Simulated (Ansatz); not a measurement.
Rutile SnO2, treated with RPBE in Ansatz (PAW).

Settings: plane-wave cutoff 520 eV, 8×8×10 k mesh (along the axes of the cell as run), Fermi–Dirac smearing 0.01 eV, scalar-relativistic PAW data made under PBE.

Cell (relaxed at this level):

```
SnO2
1.0
    4.87537     0.00000     0.00000
    0.00000     4.87537     0.00000
    0.00000     0.00000     3.25137
Sn O
2 4
Direct
  0.00000   0.00000   0.00000
  0.50000   0.50000   0.50000
  0.30695   0.30695   0.00000
  0.80695   0.19305   0.50000
  0.19305   0.80695   0.50000
  0.69305   0.69305   0.00000
```

Task: Estimate the bulk modulus B0, band gap and pressure derivative B′ of the bulk modulus that the calculation returns.

Result: 
* **bulk modulus B0**: 151 GPa
* **band gap**: 0.55 eV
* **pressure derivative B′ of the bulk modulus**: 6.0

Measured, for comparison: band gap 3.81 eV (zero-point renormalisation of 215 meV (computed, non-adiabatic AHC, without the lattice-expansion part) added back here to the 1.8 K gap of; inputs from Miglio et al. (2020), arXiv:2011.12765); bulk modulus 212 GPa (temperature not stated, no zero-point or thermal correction, from measured elastic constants; as tabulated in Toher et al. (2017), arXiv:1611.05714). Computed (rounded) less measured: bulk modulus -29 %.

Note: the bulk modulus comes from volumes at which shape and atoms were relaxed.

Spin–orbit coupling is not included.

The computed numbers hold no vibrational or temperature effects.

It cost very roughly 7 core-minutes of CPU time.

Ansatz is a first-principles code.
